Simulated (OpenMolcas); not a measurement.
## AlH3O (SMILES [OH][AlH2]): the energy, rung by rung

AlH3O has 5 atoms, charge 0, and is taken as a singlet. SMILES: `[OH][AlH2]`. The shape comes from GFN2-xTB, which is rough for such elements, and wasn't checked as a minimum.

```xyz
5

O     0.4668   -0.8405    0.5301
Al   -0.2293    0.4110   -0.2596
H     0.8711   -1.5660    0.9879
H    -1.1462    0.1480   -1.4573
H     0.0375    1.8474    0.1989
```

Each level gives the energy change with the O1–H3 bond stretched from 0.948 to 1.185 Å (eV). The values are calculated.

| level | kind | program | value (eV) | less FCI/STO-3G | CPU time (all runs) |
| --- | --- | --- | --- | --- | --- |
| HF/STO-3G (restricted) | Hartree–Fock | OpenMolcas | 1.23 | +0.45 | 3 s |
| SVWN5/STO-3G (restricted) | LDA | OpenMolcas | 0.73 | -0.05 | 6.8 s |
| PBE/STO-3G (restricted) | GGA | OpenMolcas | 0.66 | -0.12 | 7.8 s |
| r2SCAN/STO-3G (restricted) | meta-GGA | OpenMolcas | 0.80 | +0.02 | 9.3 s |
| B3LYP/STO-3G (restricted) | global hybrid | OpenMolcas | 0.76 | -0.02 | 7.6 s |
| B2PLYP/STO-3G (restricted) | double hybrid | OpenMolcas | 0.85 | +0.07 | 6.8 s |
| MP2/STO-3G (restricted) | perturbation theory | OpenMolcas | 0.94 | +0.16 | 3.1 s |
| ACPF/STO-3G (restricted) | coupled cluster or CI | OpenMolcas | 0.78 | 0.00 | 3.3 s |
| FCI/STO-3G | exact in the basis | OpenMolcas | 0.78 | 0.00 | 28 s |

FCI/STO-3G is exact within its basis and frozen core, so for wave-function methods in that basis the difference is their error; functionals converge differently with the basis, so for them it is only a difference. The first shape isn't each level's own minimum. The values span 0.66 to 1.23 eV. All rows use very small basis sets, so even the best lies far from the true value. Times are those of the runs behind each value, whatever else they computed, on shared processors of several kinds: orders of magnitude only.
